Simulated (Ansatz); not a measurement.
`OC(O)(O)O` and `OC(O)(O)F` differ in one atom or group.

Ansatz, PBE0-D4/def2-TZVP geometries, multiplicity 1. Each molecule was computed in one conformer, which needn't be the lowest.

| property | `OC(O)(O)O` |
| --- | --- |
| size of the dipole moment (ωB97M-V/def2-TZVPP) / D | 0.00 |
| HOMO–LUMO gap (PBE/def2-TZVPP) / eV | 6.95 |
| HOMO energy (PBE/def2-TZVPP) / eV | -6.95 |
| HOMO energy (ωB97M-V/def2-TZVPP) / eV | -11.31 |
| HOMO–LUMO gap (B3LYP/def2-TZVPP) / eV | 8.99 |
| HOMO energy (B3LYP/def2-TZVPP) / eV | -8.53 |

(1) What does the change do to each property? (An estimate is asked.)

## Answers

(1) Ansatz gave: 
| property | `OC(O)(O)F` | shift |
| --- | --- | --- |
| size of the dipole moment (ωB97M-V/def2-TZVPP) / D | 1.87 | 1.87 |
| HOMO–LUMO gap (PBE/def2-TZVPP) / eV | 6.89 | -0.06 |
| HOMO energy (PBE/def2-TZVPP) / eV | -7.13 | -0.18 |
| HOMO energy (ωB97M-V/def2-TZVPP) / eV | -11.52 | -0.21 |
| HOMO–LUMO gap (B3LYP/def2-TZVPP) / eV | 8.96 | -0.03 |
| HOMO energy (B3LYP/def2-TZVPP) / eV | -8.75 | -0.22 |

The zero-point energy changes by -32.1 kJ/mol with -3 modes.

B3LYP here is the variant with VWN-RPA as its local correlation; programs differ in this.
